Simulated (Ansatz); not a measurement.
## Nudged elastic band run: BFH₃N

Input:

```yaml
crystal:
  periodic: [false, false, false]
  atoms:
    - { symbol: B, position_ang: [0.455438, 0.020554, 0.120285] }
    - { symbol: "N", position_ang: [0.728052, -0.015916, 1.480025] }
    - { symbol: H, position_ang: [0.014419, -0.132079, 2.169944] }
    - { symbol: H, position_ang: [1.651488, 0.072217, 1.845474] }
    - { symbol: H, position_ang: [1.316904, 0.162189, -0.698462] }
    - { symbol: F, position_ang: [-0.8157, -0.106965, -0.294666] }
basis:
  gaussian: { orbitals: cc-pVDZ }
hamiltonian:
  xc: hf
neb:
  order_check: false
  images: 5
  f_tol: 0.5
  max_iterations: 60
  final_atoms:
    - { symbol: B, position_ang: [-0.51797951, -0.12337655, -1.22213398] }
    - { symbol: "N", position_ang: [1.11782132, 0.14893054, 1.3815372] }
    - { symbol: H, position_ang: [0.73130384, 0.63546694, 2.17482905] }
    - { symbol: H, position_ang: [1.54296685, -0.68930646, 1.74480344] }
    - { symbol: H, position_ang: [1.87172668, 0.7217787, 1.0370285] }
    - { symbol: F, position_ang: [-1.39523819, -0.69349317, -0.49346422] }
  initial_path:
    images:
      - { positions_ang: [[0.455438, 0.020554, 0.120285], [0.728052, -0.015916, 1.480025], [0.014419, -0.132079, 2.169944], [1.651488, 0.072217, 1.845474], [1.316904, 0.162189, -0.698462], [-0.8157, -0.106965, -0.294666]] }
      - { positions_ang: [[0.30324973, 0.01306246, 0.08046351], [0.83054725, -0.01007954, 1.45691681], [0.06268278, -0.17735106, 2.09420707], [1.73879752, 0.13948547, 1.87653681], [1.34085421, 0.10729538, -0.46991207], [-0.92553049, -0.07241272, -0.41561214]] }
      - { positions_ang: [[0.15106146, 0.00557092, 0.04064201], [0.9330425, -0.00424308, 1.43380863], [0.11094656, -0.22262311, 2.01847015], [1.82610705, 0.20675395, 1.90759963], [1.36480442, 0.05240176, -0.24136213], [-1.03536098, -0.03786043, -0.53655828]] }
      - { positions_ang: [[-0.0011268, -0.00192063, 0.00082052], [1.03553774, 0.00159339, 1.41070044], [0.15921034, -0.26789517, 1.94273322], [1.91341657, 0.27402242, 1.93866244], [1.38875463, -0.00249187, -0.0128122], [-1.14519147, -0.00330815, -0.65750442]] }
      - { positions_ang: [[-0.17341104, -0.04240593, -0.40683098], [1.0629656, 0.05070577, 1.40097936], [0.34990817, 0.03322553, 2.0200985], [1.78993333, -0.0470872, 1.87404277], [1.54974531, 0.23893165, 0.3371347], [-1.22854038, -0.23336982, -0.60282435]] }
      - { positions_ang: [[-0.34569527, -0.08289124, -0.81448248], [1.09039346, 0.09981815, 1.39125828], [0.54060601, 0.33434623, 2.09746378], [1.66645009, -0.36819683, 1.80942311], [1.710736, 0.48035518, 0.6870816], [-1.31188928, -0.46343149, -0.54814428]] }
      - { positions_ang: [[-0.51797951, -0.12337655, -1.22213398], [1.11782132, 0.14893054, 1.3815372], [0.73130384, 0.63546694, 2.17482905], [1.54296685, -0.68930646, 1.74480344], [1.87172668, 0.7217787, 1.0370285], [-1.39523819, -0.69349317, -0.49346422]] }
```

Command:

```bash
$ ansatz run input.yaml --threads 1 --pin off --max-ram 2048MiB --backend cpu --events-out ev --progress --plain --runs-dir out
```

Output, in part (warnings, iteration lines, the closing report on the highest movable image, with atoms numbered from 0):

```
NEB end point (image 0): max|allowed force component| = 2.616e-3 eV/Å (the criterion of neb.relax_end_points is 1.000e-1)
NEB end point (image 6): max|allowed force component| = 4.030e-3 eV/Å (the criterion of neb.relax_end_points is 1.000e-1)
NEB iter   1: max|band force component| = 1.969e1 eV/Å  barrier→ = 8.7937 eV  barrier← = 5.3965 eV  Δτ_max = 0.1937 Å  (191 SCF iters)
NEB iter   2: max|band force component| = 3.733e0 eV/Å  barrier→ = 6.4984 eV  barrier← = 3.1012 eV  Δτ_max = 0.2000 Å  (136 SCF iters)
NEB iter   3: max|band force component| = 3.023e0 eV/Å  barrier→ = 6.5550 eV  barrier← = 3.1577 eV  Δτ_max = 0.2000 Å  (141 SCF iters)
NEB iter   4: max|band force component| = 3.068e0 eV/Å  barrier→ = 6.3395 eV  barrier← = 2.9423 eV  Δτ_max = 0.1021 Å  (134 SCF iters)
NEB iter   5: max|band force component| = 1.707e0 eV/Å  barrier→ = 5.7866 eV  barrier← = 2.3894 eV  Δτ_max = 0.2000 Å  (142 SCF iters)
NEB iter   6: max|band force component| = 1.089e1 eV/Å  barrier→ = 5.3391 eV  barrier← = 1.9418 eV  Δτ_max = 0.1051 Å  (140 SCF iters)
NEB iter   7: max|band force component| = 2.251e0 eV/Å  barrier→ = 4.9615 eV  barrier← = 1.5643 eV  Δτ_max = 0.1304 Å  (138 SCF iters)
NEB iter   8: max|band force component| = 9.438e-1 eV/Å  barrier→ = 4.7816 eV  barrier← = 1.3844 eV  Δτ_max = 0.2000 Å  (133 SCF iters)
NEB iter   9: max|band force component| = 2.412e0 eV/Å  barrier→ = 4.6793 eV  barrier← = 1.2821 eV  Δτ_max = 0.1018 Å  (142 SCF iters)
NEB iter  10: max|band force component| = 1.192e0 eV/Å  barrier→ = 4.6386 eV  barrier← = 1.2414 eV  Δτ_max = 0.1014 Å  (131 SCF iters)
NEB iter  11: max|band force component| = 9.130e-1 eV/Å  barrier→ = 4.5005 eV  barrier← = 1.1033 eV  Δτ_max = 0.1000 Å  (132 SCF iters)
NEB iter  12: max|band force component| = 9.124e-1 eV/Å  barrier→ = 4.4187 eV  barrier← = 1.0215 eV  Δτ_max = 0.1010 Å  (134 SCF iters)
NEB iter  13: max|band force component| = 6.759e-1 eV/Å  barrier→ = 4.2813 eV  barrier← = 0.8841 eV  Δτ_max = 0.1000 Å  (126 SCF iters)
NEB iter  14: max|band force component| = 5.498e-1 eV/Å  barrier→ = 4.4948 eV  barrier← = 1.0976 eV  Δτ_max = 0.0401 Å  (131 SCF iters)
NEB iter  15: max|band force component| = 3.997e0 eV/Å  barrier→ = 4.6211 eV  barrier← = 1.2239 eV  CI = image 2  Δτ_max = 0.0989 Å  (113 SCF iters)
NEB iter  16: max|band force component| = 2.106e0 eV/Å  barrier→ = 5.2054 eV  barrier← = 1.8081 eV  CI = image 2  Δτ_max = 0.1253 Å  (128 SCF iters)
NEB iter  17: max|band force component| = 7.910e-1 eV/Å  barrier→ = 5.3573 eV  barrier← = 1.9601 eV  CI = image 2  Δτ_max = 0.0592 Å  (126 SCF iters)
NEB iter  18: max|band force component| = 3.156e-1 eV/Å  barrier→ = 5.3134 eV  barrier← = 1.9162 eV  CI = image 2  Δτ_max = 0.0000 Å  (264 SCF iters)
Total energy: -4904.49996382 eV, -180.2370492808 hartree
Atom 0 at     0.380844    -0.365712    -0.157906 Å, force    -0.175523    -0.038397    -0.178246 eV/Å
Atom 1 at     0.802529     0.038002     1.225722 Å, force     0.127347     0.075903     0.031579 eV/Å
Atom 2 at     0.145573     0.354919     1.941638 Å, force     0.177999     0.108826    -0.082995 eV/Å
Atom 3 at     1.653985    -0.352528     1.582429 Å, force     0.006932    -0.134649     0.123604 eV/Å
Atom 4 at     1.330568     0.608142     0.256366 Å, force    -0.245815     0.043059     0.176616 eV/Å
Atom 5 at    -0.962899    -0.282822    -0.225650 Å, force     0.109062    -0.054742    -0.070558 eV/Å
Dipole moment:     0.303476     0.220603     0.895641 e Å
```

The run converged. The threshold of 0.5 eV/Å is loose, so the images may lie well off the minimum-energy path. Neighbouring images differ by up to 4.1 eV, so the band resolves the path poorly. The order of the stationary point at the top wasn't checked. The orbitals stay closed-shell, which can raise the energy where a bond breaks towards radicals; this wasn't checked here.

Final band (atoms are numbered from 1 in the order of the input):

```
image  path coordinate (Å)  energy (kcal/mol)  B1–N2 (Å)  B1–H5 (Å)  N2–H5 (Å)
    0                 0.00                0.0       1.39       1.20       2.26
    1                 0.79               27.5       1.38       1.18       1.96
    2                 1.58              122.5       1.50       1.42       1.24
    3                 2.25               88.3       1.85       2.16       1.01
    4                 2.92               80.2       2.50       2.88       1.01
    5                 3.59               78.4       3.02       3.42       1.01
    6                 4.27               78.3       3.09       3.40       1.01
```

The run took 41 s on 1 thread of Arm Neoverse V1, with other jobs on the host, peak memory 0.092 GiB.
